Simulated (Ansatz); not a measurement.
# Interaction energy ladder

The pair of HCl (SMILES Cl, atoms 1–2) and CH5N (SMILES CN, atoms 3–9), both closed shells, in one local arrangement (a lower one may exist), relaxed at PBE0-D4/def2-TZVP:

Cl1  (0.121, -0.285, -2.739)
H2  (-0.116, 0.190, -1.435)
C3  (0.253, -0.461, 0.822)
N4  (-0.315, 0.595, -0.012)
H5  (0.160, -0.265, 1.894)
H6  (1.307, -0.578, 0.572)
H7  (-0.247, -1.401, 0.588)
H8  (0.142, 1.485, 0.147)
H9  (-1.305, 0.719, 0.163)
(Å)

Program: Ansatz 0.2.0. Basis: def2-TZVPPD, with def2-QZVPPD for the basis limit. Cores are frozen in the correlated methods. B3LYP uses VWN-RPA correlation. Extrapolation: Hartree–Fock as exp(−7.88 √X), correlation as X^−2.97. Interaction energies count from these two fragments, frozen as in the pair, with the counterpoise correction; negative means bound.

Q: What is the interaction energy by CCSD(T) at an estimated basis limit (MP2 extrapolated from triple and quadruple zeta, plus CCSD(T) − MP2 in triple zeta)? (An estimate is asked for; the value comes from the calculation.)

A: By the calculation: -14.69 kcal/mol. Hartree–Fock alone gives -9.39 kcal/mol at the basis limit. It counts from the two fragments frozen as in the pair.

The same quantity by other methods in triple zeta, and each one's difference from that estimate:
| method | E_int (kcal/mol) | difference |
| --- | --- | --- |
| PBE-D4 | -18.06 | -3.37 |
| revPBE-D4 | -17.03 | -2.33 |
| BLYP-D4 | -15.84 | -1.15 |
| r2SCAN-D4 | -18.38 | -3.69 |
| B97M-V | -15.77 | -1.08 |
| PBE0-D4 | -17.82 | -3.13 |
| B3LYP-D4 | -16.13 | -1.44 |
| HSE06-D4 | -17.87 | -3.17 |
| wB97X-V | -15.48 | -0.78 |
| wB97M-V | -14.81 | -0.12 |
| B2PLYP | -14.64 | 0.05 |
| HF | -9.44 | 5.25 |
| MP2 | -15.49 | -0.80 |
| CCSD | -12.32 | 2.37 |
| CCSD(T) | -13.28 | 1.42 |
Differences are method less estimate.

Q: Which atoms make the shortest contact between the fragments?

A: H2 and N4, 1.49 Å apart.

Energy to bend the free fragments (PBE0-D4 minima) into their shapes in the pair, CCSD(T)/def2-TZVPPD: HCl 5.28 kcal/mol; CH5N 0.11 kcal/mol. This must be added to the interaction energy to get the binding energy from relaxed fragments.

Basis-set superposition shift (counterpoise-corrected less uncorrected): CCSD(T) 1.26; MP2 1.29; HF 0.13; PBE0-D4 0.18; wB97M-V 0.17 kcal/mol.

No T1 diagnostic of these runs exceeds 0.009.

For scale, one of the runs: CCSD(T)/def2-TZVPPD, 227 basis functions, launched by `ansatz run in.yaml --threads 4 --pin off --events-out ev --progress --plain --max-ram 9574MiB`. Hardware: 4 CPU threads of an Arm Neoverse V1, shared host. Wall time 61 s; peak host memory 3.8 GiB.
